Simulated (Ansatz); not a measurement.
**Cu2CdSnS4 (I-42m, No. 121; cell taken from a computed entry)**

Calculation: PBEsol in Ansatz (PAW).

Run with plane-wave cutoff 520 eV, 14×14×14 k mesh, Fermi–Dirac smearing 0.05 eV, no spin polarisation, scalar-relativistic PAW data made under PBE.

Cell (relaxed with PBEsol):

Space group I-42m (No. 121); a = 5.529 Å, b = 5.529 Å, c = 10.832 Å, α = 90.00°, β = 90.00°, γ = 90.00°

```json
[
 {"atom": "Cd", "site": "2a", "symmetry": "-42m", "x": "0.0000", "y": "0.0000", "z": "0.0000"},
 {"atom": "Cu", "site": "4d", "symmetry": "-4..", "x": "0.0000", "y": "0.5000", "z": "0.2500"},
 {"atom": "Sn", "site": "2b", "symmetry": "-42m", "x": "0.0000", "y": "0.0000", "z": "0.5000"},
 {"atom": "S", "site": "8i", "symmetry": "..m", "x": "0.2438", "y": "0.2438", "z": "0.3585"}
]
```
(The calculation used a cell of 8 atoms; values per cell refer to that cell.)

| Property | Result |
|---|---|
| band gap | 0.03 eV (under three smearing widths, so not firm) |
| smallest direct gap on the k points sampled | 0.04 eV (under three smearing widths, so not firm) |

Spin–orbit coupling is not included; it can close the smallest gap of 0.03 eV.

Ansatz is an electronic-structure program.
